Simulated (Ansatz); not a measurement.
System: rock-salt SnTe (cubic form, which distorts at low temperature). Method: RPBE (plane waves, PAW; Ansatz, a first-principles code).

Input:

Ansatz 0.2 input:
```yaml
crystal:
  lattice:
    - [0.0, 3.2000995215, 3.2000995215]
    - [3.2000995215, 0.0, 3.2000995215]
    - [3.2000995215, 3.2000995215, 0.0]
  atoms:
    - { symbol: Sn, position: [0.0, 0.0, 0.0] }
    - { symbol: Te, position: [0.5, 0.5, 0.5] }
basis:
  ecutwfc: 520
  ecutrho_ratio: 4
  xc_grid: 2
kpoints:
  mp_grid: { grid: [10, 10, 10] }
hamiltonian:
  xc: rpbe
  dispersion: none
  pseudopotentials: { kind: paw }
scf:
  occupations: { method: fermi_dirac, width: 0.01 }
  convergence: { dr2_threshold: 0.0000000002 }
output:
  forces: true
  stress: true
  eigenvalues: true
```

Excerpt of the program's output:

```
Crystal: 2 atoms, lattice volume = 65.542 Å³
Basis set: ecut = 520 eV, 1807 PW (Γ), exchange–correlation on 72×72×72 points (8 copies of the dense FFT grid, shifted against one another)
Bands: 19, of which v1, the nominal top of the filled ones, is band 15 counted from 1 (14 counted from 0)
Symmetry: 48 space group operations
Space group: Fm-3m (ITA 225), of the structure as read, at distance tolerance 4.0e-5 Å
k-points: 47 of 1000
Functional: x = rpbe, c = pbe(β = 0.06672455060314922)
SCF iter   1: F=—  HF=-13022.176820 eV  |F-HF|=—  |Δ(HF+E_count)|=         —  Δρ=1.96e-3  dr2=2.33e-3
SCF iter   2: F=—  HF=-13022.174825 eV  |F-HF|=—  |Δ(HF+E_count)|=   2.00e-3  Δρ=6.74e-4  dr2=2.18e-4
  ...
SCF iter   7: F=—  HF=-13022.174936 eV  |F-HF|=—  |Δ(HF+E_count)|=   1.50e-8  Δρ=1.60e-6  dr2=1.66e-9
SCF iter   8: F=-13022.174936 eV  HF=-13022.174936 eV  |F-HF|=1.62e-10  |Δ(HF+E_count)|=  3.04e-10  Δρ=4.45e-7  dr2=1.37e-10
SCF 1 converged in 8 iterations: F = -13022.174936 eV  dr2 = 1.37e-10
SCF converged after 8 iterations
Free energy (F): -13022.174936 eV
Internal energy: -13022.174913 eV  (E = F + TS)
E sigma→0 (E₀):  -13022.174924 eV
Fermi energy:    9.174498 eV
--- Forces (eV/Å), atoms counted from 1 ---
  atom   1  Sn    -0.00000000     0.00000000    -0.00000000
  atom   2  Te     0.00000000    -0.00000000     0.00000000
--- Stress (GPa, compression-positive) ---
        1.552015       0.000000       0.000000
       -0.000000       1.552015      -0.000000
        0.000000       0.000000       1.552015
  P = ⅓ Tr σ = 1.5520 GPa (15.520 kbar)
```

The cell is one volume of an energy–volume scan, off the minimum.

The PAW data were made under PBE.

Note: symmetry holds this phase in the static calculation, where it need not be a minimum.

The result took very roughly 3 core-seconds.
